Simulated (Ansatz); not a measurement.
A made-up structure of CH2NSi (charge +1), singlet:

C1  (1.204, 0.430, 0.234)
Si2  (-1.724, -0.645, 0.417)
N3  (0.128, 0.039, 0.210)
H4  (-1.760, -0.600, -1.097)
H5  (2.199, 0.794, 0.236)
(Å)

It is relaxed with PBE-D4/def2-SVP and then PBE0-D4/def2-TZVP (Ansatz 0.2.0). Atoms count as bonded within 1.22 times the sum of their covalent radii (H–H: 0.88 Å). The end point is not checked to be a true minimum.

Task: Does its bonding change? (Judge from chemistry; the calculation decides.)

Result: The calculation gives: No: no bond forms or breaks.

Where it ends: The first stage lowers the energy by 0.07 eV in 6 steps. It ends as CH₂NSi ([CH][N][SiH]), total charge +1:
C1  (1.181, 0.422, 0.227)
Si2  (-1.658, -0.621, 0.417)
N3  (0.107, 0.032, 0.184)
H4  (-1.776, -0.606, -1.091)
H5  (2.194, 0.791, 0.262)
(Å)

Labels in which every atom is bracketed show which atoms are joined, not bond orders.

For scale, one of the runs: PBE0-D4/def2-TZVP relaxation, 111 basis functions, launched by `ansatz run in.yaml --threads 2 --pin off --events-out ev --progress --plain --max-ram 4352MiB`. Hardware: 2 CPU threads of an Arm Neoverse V2, shared host. Wall time about 7.5 s.
